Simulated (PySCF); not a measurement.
## Gas-phase thermal properties of Na2

Method: PySCF energies (xtb for GFN2) plus ideal-gas RRHO corrections (1 bar). The comparison is the NASA 1993 polynomial table, which mixes measured and estimated data. 6-31G* has spherical d functions here. All species are closed-shell singlets. B3LYP is the form with VWN-RPA correlation. The harmonic model lacks anharmonicity and excited electronic states, which grow with temperature; levels with a mode under 35 cm⁻¹ are left out. The table's entry may be an old estimate for Na2 (not checked at source).

```
level           point group  σ  ZPE (kJ/mol)  S°298 (J/mol/K)  Cp298 (J/mol/K)  S°1000 (J/mol/K)  H1000 − H298 (kJ/mol)
--------------  -----------  -  ------------  ---------------  ---------------  ----------------  ---------------------
table                     -  -             -            230.2             37.6             276.9                   27.2
B3LYP/6-31G*            D∞h  2           1.0            229.5             37.0             274.6                   26.2
GFN2-xTB                D∞h  2           1.6            223.9             36.4             268.7                   26.0
HF/6-31G*               D∞h  2           0.9            230.4             37.0             275.5                   26.2
PBE/def2-SVP            D∞h  2           0.9            230.1             37.0             275.2                   26.2
PBE0/def2-TZVP          D∞h  2           1.0            229.8             37.0             274.9                   26.2
```
σ: rotational symmetry number. Electronic degeneracy used: 1. Frequencies are unscaled.
